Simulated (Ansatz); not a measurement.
# C₃H₆OS: one species, many methods

An exercise on one series of results from a longer session: the logs are not shown, and one member is left open.

Computed with Ansatz 0.2.0, Gaussian basis. Level: functionals in def2-TZVPP, the program's frozen cores in correlated methods.

Plan: LDA (SPW92), PBE-D4, revPBE-D4, BLYP-D4, r2SCAN-D4, B97M-V, PBE0-D4, B3LYP-D4, r2SCANh-D4, r2SCAN0-D4, HSE06-D4, BHLYP-D4, CAM-B3LYP-D4, LC-ωPBE, ωB97X-V, ωB97M-V, B2PLYP, PBE-QIDH; CCSD(T)/def2-SVP; CCSD(T)/def2-TZVPP; MP2/def2-QZVPP; extrapolation to the limit; RPA on PBE.

### Structure used throughout

An earlier PBE0-D4 in a triple-zeta def2 set relaxation fixed the geometry.

SMILES `SC1COC1`, 11 atoms, charge 0, spin multiplicity 1.

Atoms are counted from 1 here; the program's logs count them from 0.

Bond lengths: S1–C2 1.798 Å, S1–H6 1.342 Å, C2–C3 1.532 Å, C2–C5 1.533 Å, C2–H7 1.089 Å, C3–O4 1.432 Å, C3–H8 1.097 Å, C3–H9 1.093 Å, O4–C5 1.434 Å, C5–H10 1.094 Å, C5–H11 1.095 Å. Angles: C2–S1–H6 97.3°, S1–C2–C3 114.5°, S1–C2–C5 120.3°, S1–C2–H7 109.9°, C3–C2–C5 84.1°, C3–C2–H7 112.6°, C5–C2–H7 113.3°, C2–C3–O4 91.4°, C2–C3–H8 113.9°, C2–C3–H9 116.7°, O4–C3–H8 111.8°, O4–C3–H9 112.6°, H8–C3–H9 109.5°, C3–O4–C5 91.5°, C2–C5–O4 91.2°, C2–C5–H10 116.8°, C2–C5–H11 113.5°, O4–C5–H10 112.1° and more.

The first run:

Input file in.yaml:

```yaml
crystal:
  periodic: [false, false, false]
  atoms:
    - {symbol: S, position_ang: [-1.776667, 1.017856, -0.096561]}
    - {symbol: C, position_ang: [-0.107020, 0.446305, 0.246817]}
    - {symbol: C, position_ang: [-0.025670, -0.972616, 0.817958]}
    - {symbol: O, position_ang: [0.975532, -1.336966, -0.138257]}
    - {symbol: C, position_ang: [0.760043, -0.128473, -0.879542]}
    - {symbol: H, position_ang: [-1.459843, 2.280484, -0.424411]}
    - {symbol: H, position_ang: [0.416079, 1.176399, 0.862091]}
    - {symbol: H, position_ang: [-0.944983, -1.556957, 0.688522]}
    - {symbol: H, position_ang: [0.324298, -1.067966, 1.848698]}
    - {symbol: H, position_ang: [1.695894, 0.394053, -1.096954]}
    - {symbol: H, position_ang: [0.207735, -0.309219, -1.807761]}
basis:
  gaussian: {orbitals: def2-TZVPP}
hamiltonian: {xc: lda}
output: {orbitals: {seedname: orbitals}}
```

Among the steps run: LDA; PBE-D4 (GGA); revPBE-D4 (GGA); BLYP-D4 (GGA); r2SCAN-D4 (meta-GGA); B97M-V (meta-GGA); PBE0-D4 (hybrid); B3LYP-D4 (hybrid); r2SCANh-D4 (hybrid); r2SCAN0-D4 (hybrid); HSE06-D4 (hybrid); BHLYP-D4 (hybrid); CAM-B3LYP-D4 (range-separated); LC-ωPBE (range-separated); ωB97X-V (range-separated); ωB97M-V (range-separated); B2PLYP (double hybrid); PBE-QIDH (double hybrid).

One table of the session follows, with a row left open; its other results are not shown here.

It belongs to the step «Frontier levels by functional». 

```
  functional  HOMO (eV)  gap (eV)
 LDA (SPW92)      -5.93      5.06
      PBE-D4      -5.80      5.12
   revPBE-D4      -5.75      5.16
     BLYP-D4      -5.66      5.05
   r2SCAN-D4      -6.06      5.75
      B97M-V      -6.16      5.68
     PBE0-D4      -7.05      7.32
    B3LYP-D4      -6.83      6.79
  r2SCANh-D4      -6.52      6.55
  r2SCAN0-D4      -7.22      7.73
    HSE06-D4          ?         ?
    BHLYP-D4      -8.19      9.29
CAM-B3LYP-D4      -8.43      9.65
     LC-ωPBE      -9.83     12.35
     ωB97X-V      -9.46     11.79
     ωB97M-V      -9.30     11.33
```

Q: Estimate the row for HSE06-D4 from the others.

The run gave: HOMO (eV): -6.65; gap (eV): 6.53. In the column «HOMO (eV)» it lies between B3LYP-D4 (-6.83) and r2SCANh-D4 (-6.52).
